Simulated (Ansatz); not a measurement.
## [Cl···H···NH], triplet in cc-pVTZ: errors against UCCSDT(Q)

Geometry: a point of a hydrogen-transfer path between rigid fragments, not a stationary point.

```yaml
atoms:
  - { symbol: Cl, position_ang: [-0.8107, 0.0197, 0.0000] }
  - { symbol: H, position_ang: [0.8023, 0.0197, 0.0000] }
  - { symbol: N, position_ang: [1.8423, 0.0197, 0.0000] }
  - { symbol: H, position_ang: [2.1114, -0.9846, 0.0000] }
```

Basis cc-pVTZ; Ansatz 0.2.0. Only valence electrons are correlated (noble-gas cores frozen), which leaves 14 electrons in 86 orbitals. Prefix R: restricted or restricted open-shell reference; prefix U: unrestricted. Active spaces: pair = (4e, 4o) about the gap; valence = (14e, 10o) chosen from the atoms' valence shells.

Full CI isn't at hand for all of this; UCCSDT(Q) serves as the reference, and is uncertain by about the last step of the cluster series. The frozen core follows each run's orbitals, which can shift R against U totals by a few meV.

The UHF ⟨S²⟩ is 2.042 and the T1 diagnostic (RCCSD) is 0.0359. The largest doubles amplitude (RCCSD) is 0.037. The T1 diagnostic (UCCSD) is 0.0237.

| level | E − E(UCCSDT(Q)) (kJ/mol) | share of correlation (%) | wall time |
| --- | --- | --- | --- |
| RHF | 1132.5 | 0.00 | – |
| UHF | 1092.2 | 3.56 | – |
| RMP2 | 139.2 | 87.71 | – |
| UMP2 | 144.5 | 87.24 | – |
| RCCSD | 44.5 | 96.07 | – |
| UCCSD | 43.3 | 96.17 | – |
| RCCSD(T) | 5.2 | 99.54 | 21 s (H100) |
| UCCSD(T) | 5.2 | 99.54 | 22 s (H100) |
| BCCD(T) | 5.1 | 99.55 | 14 s (H100) |
| RCCSDT | 2.1 | 99.81 | – |
| UCCSDT | 1.9 | 99.84 | – |
| RCCSDT(Q) | 0.3 | 99.97 | 55 s (H100) |
| CASSCF (pair space) | 1068.3 | 5.67 | – |
| NEVPT2 (pair space) | 143.4 | 87.34 | 6.5 s (H100) |
| CASSCF (valence space) | 976.8 | 13.75 | – |
| NEVPT2 (valence space) | 200.9 | 82.26 | 5.5 s (H100) |

The correlation energy at UCCSDT(Q), counted from RHF, is -11.738 eV. That run took 36 s on 2 threads of AMD EPYC 7R13 with a shared H100 80 GB, shared host.

Times hold each run's SCF and search for its determinant on a shared host, so for small cases they say little of a method's own cost.

Natural occupations of CASSCF (valence space) about the gap: 1.994 1.974 1.970 1.005 1.002 0.031 0.027; effectively unpaired electrons, Σ n²(2−n)², 2.01.
